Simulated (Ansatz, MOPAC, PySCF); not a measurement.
Reaction (SMILES): C=CC[SiH3] [prop-2-enylsilane] + 4 [H][H] (H2) -> 3 C (CH4) + [SiH4] (SiH4)

Quantity: energy of full hydrogenation (enthalpy at 298 K), in kcal/mol. Conventions: non-relativistic; LANL2DZ with its own core potentials from Na on; 6-311+G** with 5d, 6d on Na to Ar in Ansatz (an electronic-structure program); no spin-orbit coupling; frozen cores in correlated levels; 6-31G* and kin with 6d, 5d where marked; no dispersion term unless named. CBS marks a two-point X^-3 extrapolation of the correlation energy; Hartree-Fock from the larger set. Ab initio and DFT rows: single points at B3LYP-D3(BJ) geometries (Ansatz), with unscaled harmonic terms from B3LYP/6-31G* (Ansatz) at its own minima. Semi-empirical rows: MOPAC heats of formation at their own minima for 298 K.

Coupled cluster (Ansatz) is a level with limits of its own, used here on species with T1 under 0.025 (0.045 for open shells) and stable references: CCSD(T)/CBS(cc-pV(T+d)Z,cc-pV(Q+d)Z).

Value to compare with, CCSD(T)/CBS(cc-pV(T+d)Z,cc-pV(Q+d)Z) (Ansatz): -61.4 kcal/mol.

| level | program | energy of full hydrogenation (enthalpy at 298 K) (kcal/mol) | difference |
|---|---|---|---|
| AM1 | MOPAC | -7.3 | 54.1 |
| SVWN5/6-31G* | Ansatz | -70.2 | -8.8 |
| PBE/3-21G | Ansatz | -67.3 | -5.9 |
| BP86/def2-SVP | PySCF | -64.6 | -3.2 |
| B3LYP/6-31G* | Ansatz | -69.6 | -8.2 |
| B3LYP/6-31+G* | Ansatz | -70.4 | -9.0 |
| B3LYP/def2-SVP | Ansatz | -69.0 | -7.6 |
| PBE0/6-31G* | Ansatz | -72.7 | -11.3 |
| PBE0/6-311+G** | Ansatz | -69.0 | -7.6 |
| MP2/LANL2DZ | Ansatz | -57.4 | 4.0 |
| PBE/def2-TZVPD | Ansatz | -62.3 | -0.9 |
| B3LYP/def2-TZVPD | Ansatz | -65.5 | -4.1 |
| B2PLYP-D3(BJ)/def2-TZVPD | Ansatz + dftd3 | -60.7 | 0.7 |

Among the 10 habitual levels, AM1 lies farthest from CCSD(T)/CBS(cc-pV(T+d)Z,cc-pV(Q+d)Z) (Ansatz) (54.1 kcal/mol) and BP86/def2-SVP nearest (-3.2); 2 of 10 lie above it, and their mean absolute difference is 12.0 kcal/mol, the median 7.9. One case shows no general order.

The levels are drawn from those run, B3LYP/6-31G* more often than the rest, none by its result; left out are runs that failed, that the program found above a lower state of the same kind, or whose <S^2> lies over 0.5 above the pure value.
